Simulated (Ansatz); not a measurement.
A made-up structure of BH₂SO, doublet:

```
5
angstrom
B -1.3480 -0.1325 -0.3138
S -0.0758 -0.4510 0.6969
O 1.3606 0.2708 0.0954
H -1.9774 0.2761 -1.2192
H 0.0851 -0.5899 2.0402
```

It is relaxed with PBE-D4/def2-SVP and then PBE0-D4/def2-TZVP (Ansatz 0.2.0). Atoms count as bonded within 1.22 times the sum of their covalent radii (H–H: 0.88 Å). The end point is not checked to be a true minimum.

(1) Does its bonding change? (A judgement: the text doesn't fix the answer.)

Answers

(1) The calculation gives: No: no bond forms or breaks.

Where it ends: The first stage lowers the energy by 1.25 eV in 9 steps. It ends as BH₂SO ([BH][SH][O]):
| atom | x (Å) | y (Å) | z (Å) |
| --- | --- | --- | --- |
| B1 | -1.4619 | -0.1322 | -0.1115 |
| S2 | 0.1186 | -0.4226 | 0.5062 |
| O3 | 1.4039 | 0.2428 | 0.2084 |
| H4 | -1.9212 | 0.2152 | -1.1437 |
| H5 | -0.0951 | -0.5299 | 1.8401 |

Labels in which every atom is bracketed show which atoms are joined, not bond orders.

For scale, one of the runs: PBE0-D4/def2-TZVP relaxation, 111 basis functions, launched by `ansatz run in.yaml --threads 2 --pin off --events-out ev --progress --plain --max-ram 4352MiB`. The run took about 69 s on 2 CPU threads of an Intel Xeon (shared host).
